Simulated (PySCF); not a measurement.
**Structure from 2D NMR**

Compound of formula C$_{4}$H$_{4}$FN. Correlations simulated from computed shifts and couplings:

HSQC (one-bond C–H):
```csv
δH,δC,"1J(C,H) (Hz)"
4.65,84.0,183
1.96,21.0,137
```

HMBC (two and three bonds, |J| ≥ 2.5 Hz):
```csv
δH,δC [abs. J in Hz]
4.65,"188.5 [6.4], 21.0 [2.9]"
1.96,"188.5 [6.9], 84.0 [4.9]"
```

Carbons without hydrogens: δ 188.5, 118.6.

[PySCF: shieldings: GIAO PBE/pcSseg-2; J: B3LYP/pcJ-1 (spin–dipole term only in couplings to heteroatoms); PBE0-D3(BJ)/def2-SVP geometry; one computed conformer; averaged over atoms made equivalent by symmetry, fast rotation or ring inversion; no relativistic terms; gas phase]

Scale: 1H (σ = 31.18 ppm) and 13C (σ = 179.39 ppm) against TMS (reference shieldings calculated alike).

Exchangeable hydrogens are left out of these lists, and C,H couplings along chains are those of one rotamer, so weak HMBC peaks may be missing or extra.

Q: Work out the connectivity.

A: `N#C/C=C(/C)F`.

Atoms are numbered as in `[CH3:1]/[C:2]([F:3])=[CH:4]/[C:5]#[N:6]`. Hydrogens are named by the atom that carries them.

1. δC 188.5 is C2, a fully substituted alkene carbon.
2. δC 118.6 is C5, a nitrile carbon.
3. δC 84.0 is C4, an alkene CH (δH 4.65).
4. δC 21.0 is C1, an allylic methyl carbon (δH 1.96).
5. HMBC from δH 4.65 reaches the proton-free carbon C2.
6. HMBC from δH 1.96 reaches the proton-free carbon C2.

This is the structure that produced the data.

Common functionals overestimate the size of one-bond C–F couplings by tens of Hz; these are unscaled. Shifts are as computed, not scaled to solution data. Of 1211 compounds with measured shifts, 218 miss one by over three times the rms of a fit or turn the order of signals round; such compounds aren't used in these exercises.
